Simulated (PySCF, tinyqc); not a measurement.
FCI on RHF in the sto-3g basis, for HF, spin multiplicity 1, step by step. The lowest restricted solution is unstable here: a spin-polarised one lies 0.0842 hartree lower (PySCF). One step of it, computed by the program tinyqc.

Problem. FCI: determinants and Hamiltonian. Slater-Condon rules over spin orbitals, with the nuclear repulsion added and E(HF) subtracted on the diagonal. Only determinants linked to the reference directly or through others are kept (one block of an abelian symmetry group), so some states are absent.

one-electron integrals over orbitals h = C^T H C (hartree):
```
,1,2,3,4,5,6
1,-40.341098,0.732336,0.000000,0.000000,-0.072156,-0.081776
2,0.732336,-9.102586,0.000000,0.000000,0.334995,0.475542
3,0.000000,0.000000,-8.525273,0.000000,0.000000,0.000000
4,0.000000,0.000000,0.000000,-8.525273,0.000000,0.000000
5,-0.072156,0.334995,0.000000,0.000000,-6.233560,2.559739
6,-0.081776,0.475542,0.000000,0.000000,2.559739,-5.755414
```

Two-electron integrals over orbitals (pq|rs), unique and non-zero (hartree):
```
p,q,r,s,(pq|rs)
1,1,1,1,5.365254
2,1,1,1,-0.529551
2,1,2,1,0.082335
2,2,1,1,1.251473
2,2,2,1,-0.023901
2,2,2,2,0.888309
3,1,3,1,0.029509
3,2,3,1,0.040553
3,2,3,2,0.193224
3,3,1,1,1.264033
3,3,2,1,-0.015406
3,3,2,2,0.904566
3,3,3,3,0.997514
4,1,4,1,0.029509
4,2,4,1,0.040553
4,2,4,2,0.193224
4,3,4,3,0.053770
4,4,1,1,1.264033
4,4,2,1,-0.015406
4,4,2,2,0.904566
4,4,3,3,0.889973
4,4,4,4,0.997514
5,1,1,1,0.055258
5,1,2,1,-0.008535
5,1,2,2,0.002974
5,1,3,3,0.001642
5,1,4,4,0.001642
5,1,5,1,0.015276
5,2,1,1,-0.077884
5,2,2,1,0.002662
5,2,2,2,-0.038998
5,2,3,3,-0.044620
5,2,4,4,-0.044620
5,2,5,1,0.020462
5,2,5,2,0.114925
5,3,3,1,-0.003853
5,3,3,2,-0.016023
5,3,5,3,0.029951
5,4,4,1,-0.003853
5,4,4,2,-0.016023
5,4,5,4,0.029951
5,5,1,1,0.819555
5,5,2,1,-0.007846
5,5,2,2,0.639148
5,5,3,3,0.625422
5,5,4,4,0.625422
5,5,5,1,-0.000660
5,5,5,2,-0.002330
5,5,5,5,0.618073
6,1,1,1,0.060302
6,1,2,1,-0.009499
6,1,2,2,0.002446
6,1,3,3,0.001840
6,1,4,4,0.001840
6,1,5,1,-0.013975
6,1,5,2,-0.021631
6,1,5,5,0.002378
6,1,6,1,0.016650
6,2,1,1,-0.088687
6,2,2,1,0.002573
6,2,2,2,-0.049698
6,2,3,3,-0.050684
6,2,4,4,-0.050684
6,2,5,1,-0.019948
6,2,5,2,-0.090638
6,2,5,5,-0.016939
6,2,6,1,0.019912
6,2,6,2,0.091696
6,3,3,1,-0.004028
6,3,3,2,-0.016782
6,3,5,3,-0.025408
6,3,6,3,0.027335
6,4,4,1,-0.004028
6,4,4,2,-0.016782
6,4,5,4,-0.025408
6,4,6,4,0.027335
6,5,1,1,-0.465171
6,5,2,1,0.007522
6,5,2,2,-0.285730
6,5,3,3,-0.283631
6,5,4,4,-0.283631
6,5,5,1,0.001015
6,5,5,2,0.054919
6,5,5,5,-0.078844
6,5,6,1,-0.003081
6,5,6,2,0.019286
6,5,6,5,0.272577
6,6,1,1,0.791881
6,6,2,1,-0.008350
6,6,2,2,0.604282
6,6,3,3,0.592348
6,6,4,4,0.592348
6,6,5,1,0.006190
6,6,5,2,0.028331
6,6,5,5,0.612582
6,6,6,1,-0.004732
6,6,6,2,-0.038038
6,6,6,5,-0.033509
6,6,6,6,0.629176
```

nuclear repulsion = 2.99722775 hartree

Hartree-Fock energy = -98.38226630 hartree

Give: determinants; H - E(HF) between determinants.

Solution.

Occupation strings over the orbitals (2 doubly, a alpha, b beta, 0 empty; spin orbitals ordered 1a 1b 2a 2b ...): 222220 2222ab 2a222b a2222b 2222ba 2b222a b2222a 222202 2a22b2 a222b2 222022 220222 2b22a2 202222 ab2222 b222a2 ba2222 022222

H - E(HF) between determinants (hartree):
```
,222220,2222ab,2a222b,a2222b,2222ba,2b222a,b2222a,222202,2a22b2,a222b2,222022,220222,2b22a2,202222,ab2222,b222a2,ba2222,022222
222220,0.0000,0.0000,0.0000,0.0000,0.0000,0.0000,0.0000,0.2726,-0.0193,0.0031,0.0273,0.0273,0.0193,0.0917,-0.0199,-0.0031,0.0199,0.0166
2222ab,0.0000,0.2424,-0.0090,-0.0093,-0.2726,-0.0193,0.0031,0.0453,0.0549,0.0010,0.0254,0.0254,-0.0211,0.0906,-0.0199,-0.0071,0.0216,0.0140
2a222b,0.0000,-0.0090,1.0818,0.0283,-0.0193,-0.0917,-0.0199,-0.0549,-0.2522,0.0075,0.0168,0.0168,0.0906,0.0117,0.0026,0.0216,-0.0072,0.0095
a2222b,0.0000,-0.0093,0.0283,25.3549,0.0031,-0.0199,-0.0166,-0.0010,0.0075,-0.4317,0.0040,0.0040,0.0199,-0.0026,-0.0506,0.0140,0.0095,-0.0650
2222ba,0.0000,-0.2726,-0.0193,0.0031,0.2424,-0.0090,-0.0093,-0.0453,-0.0211,-0.0071,-0.0254,-0.0254,0.0549,-0.0906,0.0216,0.0010,-0.0199,-0.0140
2b222a,0.0000,-0.0193,-0.0917,-0.0199,-0.0090,1.0818,0.0283,0.0549,0.0906,0.0216,-0.0168,-0.0168,-0.2522,-0.0117,-0.0072,0.0075,0.0026,-0.0095
b2222a,0.0000,0.0031,-0.0199,-0.0166,-0.0093,0.0283,25.3549,0.0010,0.0199,0.0140,-0.0040,-0.0040,0.0075,0.0026,0.0095,-0.4317,-0.0506,0.0650
222202,0.2726,0.0453,-0.0549,-0.0010,-0.0453,0.0549,0.0010,0.5068,0.0397,0.0161,0.0300,0.0300,-0.0397,0.1149,-0.0205,-0.0161,0.0205,0.0153
2a22b2,-0.0193,0.0549,-0.2522,0.0075,-0.0211,0.0906,0.0199,0.0397,1.3756,0.0288,0.0160,0.0160,-0.1149,0.0764,0.0027,-0.0205,0.0125,0.0085
a222b2,0.0031,0.0010,0.0075,-0.4317,-0.0071,0.0216,0.0140,0.0161,0.0288,25.6416,0.0039,0.0039,-0.0205,-0.0027,-0.1153,-0.0153,0.0085,-0.0398
222022,0.0273,0.0254,0.0168,0.0040,-0.0254,-0.0168,-0.0040,0.0300,0.0160,0.0039,0.6362,0.0538,-0.0160,0.1932,-0.0406,-0.0039,0.0406,0.0295
220222,0.0273,0.0254,0.0168,0.0040,-0.0254,-0.0168,-0.0040,0.0300,0.0160,0.0039,0.0538,0.6362,-0.0160,0.1932,-0.0406,-0.0039,0.0406,0.0295
2b22a2,0.0193,-0.0211,0.0906,0.0199,0.0549,-0.2522,0.0075,-0.0397,-0.1149,-0.0205,-0.0160,-0.0160,1.3756,-0.0764,0.0125,0.0288,0.0027,-0.0085
202222,0.0917,0.0906,0.0117,-0.0026,-0.0906,-0.0117,0.0026,0.1149,0.0764,-0.0027,0.1932,0.1932,-0.0764,2.4724,-0.0127,0.0027,0.0127,0.0823
ab2222,-0.0199,-0.0199,0.0026,-0.0506,0.0216,-0.0072,0.0095,-0.0205,0.0027,-0.1153,-0.0406,-0.0406,0.0125,-0.0127,26.9212,0.0085,-0.0823,0.4929
b222a2,-0.0031,-0.0071,0.0216,0.0140,0.0010,0.0075,-0.4317,-0.0161,-0.0205,-0.0153,-0.0039,-0.0039,0.0288,0.0027,0.0085,25.6416,-0.1153,0.0398
ba2222,0.0199,0.0216,-0.0072,0.0095,-0.0199,0.0026,-0.0506,0.0205,0.0125,0.0085,0.0406,0.0406,0.0027,0.0127,-0.0823,-0.1153,26.9212,-0.4929
022222,0.0166,0.0140,0.0095,-0.0650,-0.0140,-0.0095,0.0650,0.0153,0.0085,-0.0398,0.0295,0.0295,-0.0085,0.0823,0.4929,0.0398,-0.4929,55.1205
```
